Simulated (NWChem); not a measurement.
**C3H8 (propane) at 3 levels**

Aim: a comparison of 3 runs (PBE0/6-31G*, PBE0/6-31+G*, PBE0/6-31++G**) of C3H8 (propane). 

The calculation is run with NWChem 7.3.0.

### Step 1. Starting point

The species is C3H8 (11 atoms), meant as a singlet with charge 0. SMILES: `CCC`. Geometry: relaxed at PBE0-D4/def2-TZVP.

Bond lengths: C1–C2 1.519 Å, C2–C3 1.519 Å, C1–H4 1.094 Å, C1–H5 1.094 Å, C1–H6 1.093 Å, C2–H7 1.095 Å, C2–H8 1.095 Å, C3–H9 1.093 Å, C3–H10 1.094 Å, C3–H11 1.094 Å. Some angles: C1–C2–C3 112.7°, C1–C2–H7 109.5°, C1–C2–H8 109.5°, C3–C2–H7 109.5°, C3–C2–H8 109.5°, C2–C1–H4 111.1°, C2–C1–H5 111.1°, C2–C1–H6 111.7°, C2–C3–H9 111.7°, C2–C3–H10 111.0°.

### Step 2. NMR shieldings at PBE0/6-31G(d) (spherical functions) (run 1)

c3h8.nw

```
start c3h8
title "C3H8"
memory total 2200 mb

geometry units angstrom noautosym nocenter noautoz
C     -0.832500     0.724300    -0.658500
C     -0.124000     0.185100     0.572600
C      0.924300    -0.861400     0.234500
H     -1.340400    -0.077400    -1.202300
H     -0.122300     1.189000    -1.348600
H     -1.581700     1.475200    -0.396800
H      0.347000     1.012100     1.114700
H     -0.861000    -0.244700     1.259400
H      1.423000    -1.237800     1.130800
H      1.692700    -0.448800    -0.425700
H      0.475000    -1.715700    -0.280200
end

basis spherical bse
* library 6-31G*
end

dft
xc pbe0
grid fine
convergence energy 1e-08
maxiter 100
mulliken
noprint "final vectors analysis"
end

property
shielding
end

task dft property
```

The run is started by

```
$ nwchem c3h8.nw > c3h8.out
```

Log:

```text
[...]
          Wavefunction type:  closed shell.
          No. of atoms     :    11
          No. of electrons :    26
[...]
          Charge           :     0
          Spin multiplicity:     1
[...]
          AO basis - number of functions:    58
[...]
              XC Information
              --------------
                         PBE0 Method XC Functional
                     Hartree-Fock (Exact) Exchange  0.250
          PerdewBurkeErnzerhof Exchange Functional  0.750
            Perdew 1991 LDA Correlation Functional  1.000 local
           PerdewBurkeErnz. Correlation Functional  1.000 non-local
[...]
 d= 0,ls=0.0,diis     1   -118.9616691974 -2.02D+02  5.48D-03  1.82D-01     1.3
[...]
 d= 0,ls=0.0,diis     8   -118.9833962892 -1.84D-10  1.11D-07  3.89D-11     7.9
         Total DFT energy =     -118.983396289167
      One electron energy =     -322.268065229416
           Coulomb energy =      139.637117276714
    Exchange-Corr. energy =      -19.141454880396
 Nuclear repulsion energy =       82.789006543930
[...]
      Total Density - Mulliken Population Analysis
     ---------------------------------------------
    Atom       Charge   Shell Charges
 -----------   ------   -------------------------------------------------------
    1 C    6     6.52   2.00  0.66  2.11  0.67  1.05  0.03
    2 C    6     6.32   2.00  0.65  2.09  0.62  0.92  0.04
    3 C    6     6.52   2.00  0.66  2.11  0.67  1.05  0.03
    4 H    1     0.83   0.52  0.31
    5 H    1     0.83   0.52  0.31
    6 H    1     0.83   0.52  0.31
    7 H    1     0.83   0.52  0.31
    8 H    1     0.83   0.52  0.31
    9 H    1     0.83   0.52  0.31
   10 H    1     0.83   0.52  0.31
[...]
           isotropic =     178.4584
[...]
           isotropic =     177.8218
[...]
           isotropic =      30.7460
[...]
           isotropic =      31.0742
[...]
           isotropic =      31.3128
[...]
           isotropic =      31.3122
[...]
```

Run time: 29 s. Hardware: 1 thread of AMD EPYC 7R43 (Zen 3), shared host; peak memory 0.11 GiB.

### Step 3. Magnetic shielding at PBE0/6-31+G(d) (spherical functions) (run 2)

m1.nw

```
start m1
title "C3H8 nmr"
memory total 2200 mb
charge 0
geometry units atomic noautosym nocenter noautoz
  C  -1.57319700  1.36872863 -1.24438465
  C  -0.23432604  0.34978831  1.08205718
  C   1.74667386 -1.62781008  0.44314078
  H  -2.53298890 -0.14626480 -2.27201772
  H  -0.23111351  2.24688436 -2.54848465
  H  -2.98897981  2.78772398 -0.74984333
  H   0.65573497  1.91259181  2.10647771
  H  -1.62705419 -0.46241598  2.37992108
  H   2.68908028 -2.33910300  2.13690230
  H   3.19873941 -0.84810908 -0.80445641
  H   0.89761991 -3.24220311 -0.52950126
end
basis spherical bse
  C library 6-31+G*
  H library 6-31+G*
end
dft
  xc pbe0
  grid fine
  convergence energy 1e-08
  maxiter 100
  mulliken
  noprint "final vectors analysis"
end
property
  shielding
end
task dft property
```

The run is started by

```
$ nwchem m1.nw > m1.out
```

Log:

```text
[...]
          Wavefunction type:  closed shell.
          No. of atoms     :    11
          No. of electrons :    26
[...]
          Charge           :     0
          Spin multiplicity:     1
[...]
          AO basis - number of functions:    70
[...]
              XC Information
              --------------
                         PBE0 Method XC Functional
                     Hartree-Fock (Exact) Exchange  0.250
          PerdewBurkeErnzerhof Exchange Functional  0.750
            Perdew 1991 LDA Correlation Functional  1.000 local
           PerdewBurkeErnz. Correlation Functional  1.000 non-local
[...]
 d= 0,ls=0.0,diis     1   -118.9639846470 -2.02D+02  6.73D-03  1.95D-01     1.7
[...]
 d= 0,ls=0.0,diis     8   -118.9864835438 -2.22D-10  1.80D-07  5.05D-11    10.1
         Total DFT energy =     -118.986483543846
      One electron energy =     -322.161693026329
           Coulomb energy =      139.512205733158
    Exchange-Corr. energy =      -19.125996856821
 Nuclear repulsion energy =       82.789000606146
[...]
      Total Density - Mulliken Population Analysis
     ---------------------------------------------
    Atom       Charge   Shell Charges
 -----------   ------   -------------------------------------------------------
    1 C    6     6.70   2.00  0.66  2.11  0.71  1.05  0.10  0.04  0.03
    2 C    6     6.35   2.00  0.65  2.09  0.65  0.93  0.01 -0.02  0.04
    3 C    6     6.70   2.00  0.66  2.11  0.71  1.05  0.10  0.04  0.03
    4 H    1     0.78   0.52  0.26
    5 H    1     0.78   0.52  0.26
    6 H    1     0.78   0.52  0.26
    7 H    1     0.78   0.53  0.26
    8 H    1     0.78   0.53  0.26
    9 H    1     0.78   0.52  0.26
   10 H    1     0.78   0.52  0.26
[...]
           isotropic =     178.8714
[...]
           isotropic =     177.7146
[...]
           isotropic =      30.6444
[...]
           isotropic =      30.9797
[...]
           isotropic =      31.2248
[...]
           isotropic =      31.2242
[...]
```

It took 39 s on 1 thread of AMD EPYC 7R43 (Zen 3), shared host; peak memory 0.11 GiB.

### Step 4. Magnetic shielding at PBE0/6-31++G(d,p) (spherical functions) (run 3)

m1.nw

```
start m1
title "C3H8"
memory 2200 mb

geometry units angstroms noautosym nocenter noautoz
 C     -0.832500     0.724300    -0.658500
 C     -0.124000     0.185100     0.572600
 C      0.924300    -0.861400     0.234500
 H     -1.340400    -0.077400    -1.202300
 H     -0.122300     1.189000    -1.348600
 H     -1.581700     1.475200    -0.396800
 H      0.347000     1.012100     1.114700
 H     -0.861000    -0.244700     1.259400
 H      1.423000    -1.237800     1.130800
 H      1.692700    -0.448800    -0.425700
 H      0.475000    -1.715700    -0.280200
end

basis spherical bse
 * library 6-31++G**
end

dft
 xc pbe0
 grid fine
 convergence energy 1e-08
 iterations 100
 mulliken
 noprint "final vectors analysis"
end

property
 shielding
end

task dft property
```

The run is started by

```
$ nwchem m1.nw > m1.out
```

Log:

```text
[...]
          Wavefunction type:  closed shell.
          No. of atoms     :    11
          No. of electrons :    26
[...]
          Charge           :     0
          Spin multiplicity:     1
[...]
          AO basis - number of functions:   102
[...]
              XC Information
              --------------
                         PBE0 Method XC Functional
                     Hartree-Fock (Exact) Exchange  0.250
          PerdewBurkeErnzerhof Exchange Functional  0.750
            Perdew 1991 LDA Correlation Functional  1.000 local
           PerdewBurkeErnz. Correlation Functional  1.000 non-local
[...]
 d= 0,ls=0.0,diis     1   -118.9740304842 -2.02D+02  4.87D-03  2.08D-01     2.9
[...]
 d= 0,ls=0.0,diis     8   -118.9969938671 -1.57D-10  1.32D-07  9.31D-11    18.6
         Total DFT energy =     -118.996993867074
      One electron energy =     -322.179089868352
           Coulomb energy =      139.521715227542
    Exchange-Corr. energy =      -19.128625770195
 Nuclear repulsion energy =       82.789006543930
[...]
      Total Density - Mulliken Population Analysis
     ---------------------------------------------
    Atom       Charge   Shell Charges
 -----------   ------   -------------------------------------------------------
    1 C    6     6.54   2.00  0.65  2.10  0.65  0.98  0.07  0.06  0.03
    2 C    6     6.20   2.00  0.65  2.09  0.62  0.89 -0.11  0.03  0.04
    3 C    6     6.54   2.00  0.65  2.10  0.65  0.98  0.07  0.06  0.03
    4 H    1     0.84   0.53  0.30  0.00  0.01
    5 H    1     0.84   0.53  0.30  0.00  0.01
    6 H    1     0.83   0.53  0.30 -0.00  0.01
    7 H    1     0.84   0.53  0.30  0.00  0.01
    8 H    1     0.84   0.53  0.30  0.00  0.01
    9 H    1     0.83   0.53  0.30 -0.00  0.01
   10 H    1     0.84   0.53  0.30  0.00  0.01
[...]
           isotropic =     179.7732
[...]
           isotropic =     178.3731
[...]
           isotropic =      30.2539
[...]
           isotropic =      30.5090
[...]
           isotropic =      30.8227
[...]
           isotropic =      30.8220
[...]
```

Wall time 82 s (1 thread of AMD EPYC 7R43 (Zen 3), shared host); peak memory 0.11 GiB.

### Step 5. The series

```
run                                 level  energy (Eh)  dipole moment (D)  isotropic shielding of C1 (ppm)  isotropic shielding of H4 (ppm)  wall time
  1     PBE0/6-31G* (spherical functions)  -118.983396               0.06                            178.5                             31.3       29 s
  2    PBE0/6-31+G* (spherical functions)  -118.986484               0.09                            178.9                             31.2       39 s
  3  PBE0/6-31++G** (spherical functions)  -118.996994               0.09                            179.8                             30.8       82 s
```

### Step 6. What came out

| quantity | value |
| --- | --- |
| run 3: total energy | -118.99699 Eh |
| run 3: dipole moment | 0.09 D |
| run 3: isotropic shielding of C1 | 179.8 ppm |
| run 3: isotropic shielding of H4 | 30.8 ppm |

What this shows: The dipole moment (its size) runs from 0.06 D (PBE0/6-31G*) to 0.09 D (PBE0/6-31+G*). All runs together took 2.5 min, the longest 82 s.
